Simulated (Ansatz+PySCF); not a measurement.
# singlet CO₂: levels of theory in one basis

```xyz
3

O     0.0000    0.0000   -1.0666
C     0.0000    0.0000    0.0000
O     0.0000    0.0000    1.0666
```

Basis set: def2-SVP (spherical functions). Frozen core: 3 orbitals. Charge 0, multiplicity 1.

Computed with Ansatz (development build ahead of 0.2.0); each method stands on the lowest determinant of its kind that the runs found. NEVPT2 correlates all electrons. Active spaces start from the frontier orbitals, and the lowest solution found is given.

| method | E − E(RHF) (eV) | <S²> of the determinant |
| --- | --- | --- |
| RHF | 0.00 | 0.00 |
| RHF-MP2 | -12.36 | – |
| RHF-CCSD | -12.44 | – |
| CASSCF(8,6) | -1.98 | – |
| SC-NEVPT2(8,6) | -12.37 | – |

(1) What does RHF-CCSD(T) give on the same scale?

(2) Is a single determinant a sound starting point here?

## Answers

(1) -12.82 eV.

(2) By this sign, yes. Unrestricted orbitals gain 0.00 eV and <S²> is 0.00 against 0.00 for a pure state. The CASSCF(8,6) natural occupations are 1.99, 1.99, 1.97, 1.97, 0.04, 0.04.
